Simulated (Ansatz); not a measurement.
The input, for Ansatz 0.2.0:

```yaml
crystal:
  periodic: [false, false, false]
  atoms:
    - {symbol: Ge, position_ang: [-0.007950, -0.330531, 0.011148]}
    - {symbol: F, position_ang: [-0.008783, 0.602234, -1.456254]}
    - {symbol: F, position_ang: [0.039181, 0.661544, 1.413631]}
basis:
  gaussian: {orbitals: cc-pVDZ}
magnetization: {spin_polarized: false, initial_magnetization: 2}
correlation: {method: mp2, electrons: valence}
accuracy: high
output: {forces: true}
```

```sh
$ ansatz run in.yaml --threads 1 --pin off --events-out ev --progress --plain --max-ram 2393MiB
```

Log:

```
1072 factors; integrals over basis functions are off by at most 4.4e-9 eV
mean field evaluation 1: about -61881.1732 eV, gradient 3.1e1 eV
mean field evaluation 2: about -61881.2095 eV, gradient 3.2e1 eV
mean field evaluation 4: about -61883.6792 eV, gradient 2.4e0 eV
mean field evaluation 8: about -61883.7375 eV, gradient 2.2e-1 eV
mean field evaluation 16: about -61883.7378 eV, gradient 8.0e-9 eV
mean field -61883.73783117 eV, -2274.1854189914 hartree, gradient 8.0e-9 eV, S^2 2.000000; 0 other end points of the search recorded, 0 dependent functions left out
11 core orbitals not correlated: weight in the atoms' cores, before any rotation towards them, 1.000 or more for the frozen orbitals, at most 0.000 for the correlated occupied ones
reference -61883.73783117 eV, -2274.1854189914 hartree; 15, 13 occupied and 29, 31 virtual orbitals, 1072 factors
second order -12.19256383 eV of doubles, -0.04043788 eV of singles
the calculation of the forces begins
mean field evaluation 32: about -61883.7378 eV, gradient 8.0e-9 eV
Total energy: -61895.97083287 eV, -2274.6349735122 hartree
Atom 0 at    -0.007950    -0.330531     0.011148 Å, force    -0.030941    -0.916360    -0.518306 eV/Å
Atom 1 at    -0.008783     0.602234    -1.456254 Å, force    -0.002766     0.257053    -0.560895 eV/Å
Atom 2 at     0.039181     0.661544     1.413631 Å, force     0.033706     0.659306     1.079201 eV/Å
Dipole moment:    -0.011178    -0.471428     0.025822 e Å
```

Forces (eV/Å):
```
Ge  -0.031 -0.916 -0.518
F   -0.003  0.257 -0.561
F    0.034  0.659  1.079
```

Ran on 1 thread of Arm Neoverse V2, shared host: 4.3 s wall, 0.17 GiB peak host memory.
